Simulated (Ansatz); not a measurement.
A nudged elastic band was laid between two geometries of BFHS (4 atoms, charge 0, multiplicity 2).

Level of theory: UKS PBE/def2-SVP (Ansatz 0.2.0).

```
movable images  : 9
climbing image  : yes
spring          : 5.0 eV/Å²
optimiser       : quadratic models (default)
start path      : through a guess of the saddle point
force threshold : 0.05 eV/Å
iteration limit : 60
end points      : relaxed
```

Initial state:

```xyz
4
Properties=species:S:1:pos:R:3
F 0.792 -0.504 1.626
B 0.506 0.177 0.533
S -0.702 -0.404 -0.679
H -0.541 0.671 -1.499
```

Final state:

```xyz
4
Properties=species:S:1:pos:R:3
F 0.796 -0.039 1.174
B 0.097 0.061 0.043
S -1.089 -1.117 -0.549
H 0.252 1.035 -0.688
```

Q: What changes between the two ends?

A: Bonds broken: S3–H4. Bonds formed: B2–H4.

Q: What energy profile does the band end with?

A: The run converged. The highest image is number 5 of 0 to 10, 0.69 eV above the first end and 1.35 eV above the last; the last end lies 0.66 eV below the first. A vibrational analysis at the climbing image gives one clearly imaginary mode, 1197i cm⁻¹: a first-order saddle point.

```csv
image,path coordinate (Å),energy (eV),S3–H4 (Å),B2–H4 (Å)
0,0.00,0.00,1.36,2.34
1,0.16,0.05,1.36,2.18
2,0.33,0.18,1.36,2.01
3,0.49,0.38,1.37,1.83
4,0.66,0.59,1.42,1.67
5,0.82,0.69,1.51,1.52
6,1.03,0.48,1.68,1.39
7,1.23,0.02,1.88,1.31
8,1.43,-0.37,2.10,1.26
9,1.64,-0.59,2.33,1.24
10,1.84,-0.66,2.54,1.23
```

Q: What is the geometry of the highest image?

A: 
```xyz
4
Properties=species:S:1:pos:R:3
F 0.799 -0.276 1.476
B 0.260 0.106 0.333
S -0.759 -0.653 -0.893
H -0.245 0.763 -0.937
```

Q: What are the harmonic wavenumbers there?

A: 1197i, 298, 388, 817, 1312, 1885 cm⁻¹.

Time of the run: 110 s on 1 thread of Arm Neoverse V2, with other jobs on the host, peak memory 0.11 GiB.
